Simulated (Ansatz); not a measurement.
## F2H2Si, SMILES F[SiH2]F: an active-space calculation

Run with the Ansatz DFT code, driven from Python.

Contents of `f2h2si.xyz`:
```text
5

F    -1.04980    0.51750    1.00770
Si   -0.01440   -0.00950   -0.03570
F     1.22340   -0.54530    0.77130
H    -0.53170   -1.11080   -0.81830
H     0.42230    1.07450   -0.96630
```

The script, `run_cas.py`:
```python
"""Active-space calculation on F2H2Si."""

import logging
import sys

import ansatz as az

logging.basicConfig(stream=sys.stdout, format="%(levelname)s:%(name)s:%(message)s")
logger = logging.getLogger("calc")
logger.setLevel(logging.INFO)

BASIS = "def2-SVP"


def main() -> None:
    f2h2si = az.Crystal.molecule_from_extxyz("f2h2si.xyz")

    base = (
        f2h2si.calculation()
        .basis(gaussian=BASIS)
        .correlation(active_electrons=6, active_orbitals=6)
    )
    for method in [None]:
        r = (base if method is None else base.correlation(method)).run().report
        space = r["configurations"]
        state = space["states"][0]
        print(method or "casscf", f"total {r['free_energy_ev'] / 27.211386246:.6f} Ha, active-space state {state['energy']['hartree']:.6f} Ha, mean field {r['reference_energy_ev'] / 27.211386246:.6f} Ha")
        print("  determinants", state["n_determinants"], " natural occupations", [round(n, 3) for n in space["natural_occupations"]])


if __name__ == "__main__":
    main()
```

```console
$ python run_cas.py
casscf total -488.928070 Ha, active-space state -488.928070 Ha, mean field -488.835120 Ha
  determinants 400  natural occupations [1.983, 1.983, 1.981, 0.019, 0.017, 0.017]
```

Notes:
- Total energies depend on the basis set; only differences at equal settings carry meaning.
- The geometry is a force-field or estimated start, not a minimum of this method, and the basis set is short of its limit. The active space starts as a window about the frontier orbitals and is then optimised, not chosen by chemistry.
- Timing: 6.4 s on 1 thread of Arm Neoverse V2, with other jobs on the host, peak memory 0.16 GiB.
